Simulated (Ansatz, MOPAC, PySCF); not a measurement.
Bond stretch in HCl, singlet.

Methods: RHF/6-31G* = restricted Hartree-Fock/6-31G*, spherical d run with PySCF 2.14.0; RKS-B3LYP/6-31G* = restricted B3LYP/6-31G*, spherical d in PySCF; PM7, restricted, heats of formation (MOPAC); FCI = Ansatz (a program for electronic structure) with full CI/cc-pVDZ, frozen core.

Energies relative to the lowest point of each curve near equilibrium, in mEh; the last columns give the difference from FCI:

| R / Å | RHF/6-31G* | RKS-B3LYP/6-31G* | PM7 | FCI | RHF/6-31G* − FCI | RKS-B3LYP/6-31G* − FCI | PM7 − FCI |
|---|---|---|---|---|---|---|---|
| 0.94 | 139.9 | 146.1 | 102.2 | 151.3 | -11.4 | -5.2 | -49.1 |
| 1.01 | 73.8 | 79.5 | 57.1 | 82.9 | -9.1 | -3.4 | -25.8 |
| 1.09 | 29.4 | 34.0 | 24.5 | 35.7 | -6.3 | -1.7 | -11.2 |
| 1.15 | 11.2 | 14.6 | 10.1 | 15.4 | -4.2 | -0.9 | -5.3 |
| 1.21 | 2.2 | 4.2 | 2.4 | 4.4 | -2.2 | -0.3 | -2.0 |
| 1.25 | 0.1 | 0.9 | 0.3 | 1.0 | -0.9 | -0.1 | -0.7 |
| 1.28 | 0.0 | 0.0 | 0.0 | 0.0 | 0.0 | 0.0 | 0.0 |
| 1.32 | 1.6 | 0.5 | 1.1 | 0.4 | 1.2 | 0.0 | 0.7 |
| 1.35 | 3.9 | 1.8 | 3.0 | 1.9 | 2.0 | 0.0 | 1.1 |
| 1.39 | 8.0 | 4.7 | 6.5 | 4.9 | 3.1 | -0.2 | 1.6 |
| 1.50 | 24.0 | 17.3 | 21.2 | 18.2 | 5.8 | -0.9 | 3.1 |
| 1.56 | 34.4 | 25.8 | 31.3 | 27.2 | 7.2 | -1.4 | 4.1 |
| 1.72 | 64.4 | 51.0 | 61.5 | 53.4 | 11.0 | -2.4 | 8.1 |
| 1.92 | 101.8 | 82.5 | 100.0 | 84.5 | 17.3 | -2.1 | 15.5 |
| 2.14 | 139.7 | 113.7 | 137.9 | 111.8 | 27.9 | 1.9 | 26.1 |
| 2.32 | 167.5 | 135.7 | 164.0 | 127.8 | 39.7 | 7.9 | 36.2 |
| 2.60 | 204.7 | 163.7 | 195.9 | 143.2 | 61.5 | 20.6 | 52.7 |
| 2.81 | 228.0 | 180.2 | 213.9 | 149.3 | 78.6 | 30.9 | 64.6 |
| 3.10 | 254.4 | 197.7 | 232.6 | 153.6 | 100.8 | 44.1 | 79.0 |
| 3.47 | 280.0 | 213.1 | 249.0 | 155.6 | 124.4 | 57.4 | 93.4 |
| 3.86 | 299.3 | 223.4 | 260.8 | 156.3 | 143.1 | 67.1 | 104.5 |
| 4.48 | 319.0 | 232.4 | 273.4 | 156.5 | 162.5 | 75.8 | 116.9 |
| 5.04 | 329.7 | 236.4 | 281.3 | 156.6 | 173.2 | 79.8 | 124.7 |

RHF/6-31G* is furthest from FCI at 5.04 (173.2 mEh, above); its mean absolute difference over the points is 43.2 mEh.

RKS-B3LYP/6-31G* is furthest from FCI at 5.04 (79.8 mEh, above); its mean absolute difference over the points is 17.6 mEh.

PM7 is furthest from FCI at 5.04 (124.7 mEh, above); its mean absolute difference over the points is 35.9 mEh.

The restricted form behind RHF/6-31G*, RKS-B3LYP/6-31G*, PM7 keeps the bonding electrons paired and can't separate into open-shell fragments.
